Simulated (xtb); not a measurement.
**GFN2-xTB run of C4H6FN (SMILES C=N/C(C)=C/F)**

Wanted: a geometry optimisation of C4H6FN. 

The results are computed with xtb 6.7.1.

6 further runs of the same task are left out: 6 set aside as unsound or not needed.

### Step 1. The structure to begin with

The species is C4H6FN (12 atoms), meant as a singlet with charge 0. SMILES: `C=N/C(C)=C/F`. Geometry: relaxed at GFN2-xTB. This is one conformer, not always the lowest. The run starts from this shape.

Bond lengths: C1–N2 1.261 Å, N2–C3 1.386 Å, C3–C4 1.502 Å, C3–C5 1.335 Å, C5–F6 1.340 Å, C1–H7 1.080 Å, C1–H8 1.092 Å, C4–H9 1.090 Å, C4–H10 1.086 Å, C4–H11 1.090 Å, C5–H12 1.079 Å. Some angles: C1–N2–C3 123.0°, N2–C3–C4 123.1°, N2–C3–C5 114.1°, C4–C3–C5 122.9°, C3–C5–F6 122.7°, N2–C1–H7 117.3°, N2–C1–H8 126.1°, C3–C4–H9 110.3°, C3–C4–H10 109.9°, C3–C4–H11 110.3°.

### Step 2. A geometry optimisation at GFN2-xTB

File xtb.inp:

```
$chrg 0
$spin 0
$end
```

File mol.xyz:

```xyz
12

C     -1.261280    -1.555670    -0.008960
N     -1.260500    -0.296930     0.058860
C     -0.099180     0.459980     0.032180
C      1.270320    -0.144710    -0.094440
C     -0.304190     1.776010     0.127470
F      0.697100     2.666650     0.118310
H     -2.220030    -2.052800     0.020420
H     -0.380100    -2.195400    -0.093760
H      1.464730    -0.817860     0.739970
H      2.021040     0.639650    -0.096330
H      1.349150    -0.711780    -1.021710
H     -1.277060     2.232860     0.218000
```

Run with:

```console
$ xtb mol.xyz -I xtb.inp --opt vtight --gfn 2 | tee out.txt
```

**Question.** What will come out? Wanted: total energy at the end; dipole moment; HOMO energy; LUMO energy; HOMO–LUMO gap; dispersion energy; mean polarisability.

Computed results:

Level: GFN2-xTB.

```
                      quantity          value
       total energy at the end   -19.22098 Eh
                 dipole moment         2.34 D
                   HOMO energy      -10.40 eV
                   LUMO energy       -7.56 eV
                 HOMO–LUMO gap        2.84 eV
             dispersion energy  -17.17 kJ/mol
mean polarisability (D4 model)     57.9 bohr³
```

At the final geometry: Bond lengths: C1–N2 1.260 Å, N2–C3 1.387 Å, C3–C4 1.502 Å, C3–C5 1.335 Å, C5–F6 1.340 Å, C1–H7 1.080 Å, C1–H8 1.092 Å, C4–H9 1.090 Å, C4–H10 1.086 Å, C4–H11 1.090 Å, C5–H12 1.078 Å. Some angles: C1–N2–C3 122.9°, N2–C3–C4 123.0°, N2–C3–C5 114.1°, C4–C3–C5 122.9°, C3–C5–F6 122.7°, N2–C1–H7 117.3°, N2–C1–H8 126.1°, C3–C4–H9 110.3°, C3–C4–H10 109.9°, C3–C4–H11 110.3°. The optimisation took 6 steps and changed the energy by -0.000 eV.
